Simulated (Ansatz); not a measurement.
Ansatz (a program for electronic structure) input:
A basis named .json is the Basis Set Exchange file of that set.

Ansatz 0.2 input:
```yaml
crystal:
  periodic: [false, false, false]
  atoms:
    - {symbol: Na, position_ang: [-0.00000000, -0.00000000, -1.43481058]}
    - {symbol: Cl, position_ang: [0.00000000, 0.00000000, 0.92840684]}
basis:
  gaussian:
    orbitals: def2-QZVPPD.json
magnetization: {spin_polarized: true, initial_magnetization: 2}
correlation: {method: ccsd_t, electrons: outside_noble_gas}
```

### Question
Predict the final energy.

### Answer
-621.53397 Eh (CCSD(T)/def2-QZVPPD). The basis has 137 functions.

This state (charge 0, triplet) is run at the relaxed geometry of the species with charge 0 and multiplicity 1, and is a spin state other than that species' own.
